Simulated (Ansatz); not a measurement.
We consider hcp Sc, described by LDA in Ansatz (PAW).

Settings: plane-wave cutoff 500 eV, 5×5×5 k mesh, Fermi–Dirac smearing 0.1 eV, cell of 36 sites, scalar-relativistic PAW data made under PBE.

Estimate the vacancy formation energy and vacancy formation energy before relaxation that the calculation returns.


* **vacancy formation energy**: 2.00 eV
* **vacancy formation energy before relaxation**: 2.05 eV

Note: energies are extrapolated to zero smearing, and mesh and cell size move such values by some hundredths of an eV or more.

Computed values are for the static lattice.

Ansatz is a first-principles code.
